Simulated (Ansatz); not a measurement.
**CCSD(T) against full CI for several species**

Each species is computed at the geometry given (Å), with frozen cores, in Ansatz 0.2.0: RHF-CCSD(T) for singlets, UHF-CCSD(T) otherwise, and full CI in the same basis. The program picks the determinant by trial CCSD, so it needn't be the lowest Hartree–Fock solution. States: AlP Π, BH Σ⁺ or Δ, BC Π, HAlN Π, HSiN Σ⁺ or Δ. Cases whose determinant has another symmetry than full CI's state, or whose (Q) step broke down, weren't drawn.

Problem. Judging by size, spin and bonding, rank them by the size of CCSD(T)'s error in total energy against full CI in the same basis, smallest first (an estimate).
A. HAlN, doublet, 6-31G: Al 0.000 0.000 0.165; N 0.000 0.000 -1.910; H 0.000 0.000 1.745
B. BH, singlet, cc-pVQZ: B 0.000 0.000 0.000; H 0.000 0.000 2.005
C. BC, doublet, cc-pVDZ: B 0.000 0.000 0.000; C 0.000 0.000 1.344
D. AlP, triplet, 6-31G: Al 0.000 0.000 0.000; P 0.000 0.000 2.002
E. HSiN, singlet, 6-31G: Si 0.000 0.000 -0.089; N 0.000 0.000 -1.309; H 0.000 0.000 1.398

Solution. B (20.8 meV), D (31.5 meV), E (46.1 meV), A (146.1 meV), C (236.8 meV).

```tsv
species	basis	correlated electrons	CCSD(T) − full CI (meV)	CCSDT(Q) − full CI (meV)	unpaired electrons (full CI)	T1	⟨S²⟩ of the determinant
BH, singlet	cc-pVQZ	4	20.8	-0.3	0.22	0.030	0.00
AlP, triplet	6-31G	8	31.5	-1.4	2.08	0.035	2.03
HSiN, singlet	6-31G	10	46.1	-5.5	0.11	0.026	0.00
HAlN, doublet	6-31G	9	146.1	-2.2	1.40	0.121	1.93
BC, doublet	cc-pVDZ	7	236.8*	24.3	1.84	0.084	2.01
```

Unpaired electrons are Σ n²(2−n)² over natural occupations; an open shell counts its own unpaired electrons too. Frozen cores follow each run's orbitals, which moves totals by a few meV. No single determinant describes BC, doublet well, by full CI's occupations. An asterisk marks runs whose energy the program itself flagged as in doubt.
